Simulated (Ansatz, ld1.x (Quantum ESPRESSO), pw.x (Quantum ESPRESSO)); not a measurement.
**What a changed setting does to a pw.x run (fcc Ag)**

Potential: ultrasoft, ld1.x (Quantum ESPRESSO) 7.5, PBEsol; core [Kr], reference 4d10 5s0.5 5p0.5; waves: 5s (bound): rcut 2.10, rcutus 2.80 bohr; 5s channel at 3.2 Ry: rcut 2.10, rcutus 2.80 bohr; 5p (bound): rcut 2.55, rcutus 3.35 bohr; 5p channel at 1.6 Ry: rcut 2.55, rcutus 3.35 bohr; 4d (bound): rcut 1.25, rcutus 1.60 bohr; 4d channel at 2.2 Ry: rcut 1.25, rcutus 1.60 bohr; local part: all-electron potential smoothed inside 2.10 bohr (lloc = -2); core correction: none; augmentation: PSQ, radius 1.40 bohr.

The reference run (k-mesh 14³, cutoffs 85/680 Ry, Fermi–Dirac 0.01 Ry, mixing_beta 0.4, conv_thr 1e-9, no spin) gives 1.02 GPa at 16.727 Å³/atom, where all-electron LAPW gives -0.47 GPa. This run, with its own iteration cap, changes startingwfc to atomic.

```
&control
  calculation='scf', prefix='x', pseudo_dir='./', outdir='./tmp', tstress=.true., disk_io='none'
/
&system
  ibrav=0, nat=1, ntyp=1, ecutwfc=85, ecutrho=680, nbnd=13,
  occupations='smearing', smearing='fd', degauss=0.01
/
&electrons
  conv_thr=1e-09, mixing_beta=0.4, electron_maxstep=60, startingwfc='atomic'
/
ATOMIC_SPECIES
Ag 1.0 Ag.UPF
CELL_PARAMETERS angstrom
  0.00000000 2.02984412 2.02984412
  2.02984412 0.00000000 2.02984412
  2.02984412 2.02984412 0.00000000
ATOMIC_POSITIONS crystal
Ag 0.0000 0.0000 0.0000
K_POINTS automatic
14 14 14 0 0 0
```

```bash
pw.x < Ag.scf.in > Ag.scf.out
```

How does the run end?

It converges in 8 iterations; the free energy moves by +0.0 meV/atom and the pressure by +0.00 GPa. The result is that of the reference run.

```
Message from routine setup:
     using ibrav=0 with symmetry is DISCOURAGED, use correct ibrav instead
     lattice parameter (alat)  =       5.4247  a.u.
     unit-cell volume          =     112.8794 (a.u.)^3
     number of electrons       =        11.00
     number of Kohn-Sham states=           13
     kinetic-energy cutoff     =      85.0000  Ry
     charge density cutoff     =     680.0000  Ry
     scf convergence threshold =      1.0E-09
     Exchange-correlation= PBESOL
     number of k points=   104  Fermi-Dirac smearing, width (Ry)=  0.0100
     iteration #  1     ecut=    85.00 Ry     beta= 0.40
     total energy              =     -76.98374396 Ry
     estimated scf accuracy    <       0.13613254 Ry
     iteration #  2     ecut=    85.00 Ry     beta= 0.40
     total energy              =     -77.01245120 Ry
     estimated scf accuracy    <       0.00159095 Ry
     iteration #  3     ecut=    85.00 Ry     beta= 0.40
     total energy              =     -77.01307148 Ry
     estimated scf accuracy    <       0.00053499 Ry
     [... 2 iterations left out ...]
     iteration #  6     ecut=    85.00 Ry     beta= 0.40
     total energy              =     -77.01310227 Ry
     estimated scf accuracy    <       0.00000031 Ry
     iteration #  7     ecut=    85.00 Ry     beta= 0.40
     total energy              =     -77.01310236 Ry
     estimated scf accuracy    <       0.00000001 Ry
     iteration #  8     ecut=    85.00 Ry     beta= 0.40
     the Fermi energy is    12.8506 ev
!    total energy              =     -77.01310236 Ry
     estimated scf accuracy    <          1.9E-10 Ry
     smearing contrib. (-TS)   =      -0.00121180 Ry
     The total energy is F=E-TS. E is the sum of the following terms:
     one-electron contribution =      -8.07371181 Ry
     hartree contribution      =      15.27196758 Ry
     xc contribution           =     -11.89652762 Ry
     ewald contribution        =     -72.31361872 Ry
     convergence has been achieved in   8 iterations
          total   stress  (Ry/bohr**3)                   (kbar)     P=       10.25
     Message from routine punch:
     Nothing written, as per user request (disk_io='none')
```

The run took about 14 s on one core of a shared host (Intel(R) Xeon(R) 6975P-C, 192 threads, 378 GiB, load 62).
